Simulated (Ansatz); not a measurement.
Barrier ClH + CH3 (SMILES [CH3]) via CH4Cl, on the benchmark's geometries as Psi4's copy gives them; open shells unrestricted, no zero-point energy, no spin–orbit coupling.
Transition structure (charge 0, multiplicity 2):
```xyz
6

C      0.2441     0.5999     1.7024
H     -0.6756     0.2785     2.1729
H      0.3519     1.6638     1.5377
H      1.1407     0.0658     1.9878
H      0.0572     0.1400     0.3971
Cl    -0.1376    -0.3381    -0.9594
```

Programs: Ansatz (Gaussian basis) for Hartree–Fock, density functionals and correlated methods. 

The barrier height (kcal/mol) and the share of exact exchange:

```csv
functional,exact exchange (%),value
PBE/def2-TZVPPD,0,-5.78
PBE0/def2-TZVPPD,25,-2.21
BLYP/def2-TZVPPD,0,-3.42
B3LYP/def2-TZVPPD,20,-1.39
BHLYP/def2-TZVPPD,50,2.16
r2SCAN/def2-TZVPPD,0,-2.64
```

### Question
Take the value as linear in the share of exact exchange along PBE and PBE0. Give the slope, say whether the sign turns, and set the other functionals against that line.

### Answer

Slope: (-2.21 − (-5.78))/2.5 = 1.43 kcal/mol for each 10 %. The line crosses zero at 40 %, where the sign would turn. At 50 % it gives 1.4 kcal/mol. The LYP pair gives (2.16 − (-3.42))/5 = 1.12 for each 10 %. BHLYP, at 50 %, lies 0.8 from the PBE line. B3LYP, at 20 %, lies 1.5 from the PBE line. r2SCAN, with none, stands 3.1 from PBE.

Ansatz is a first-principles code.
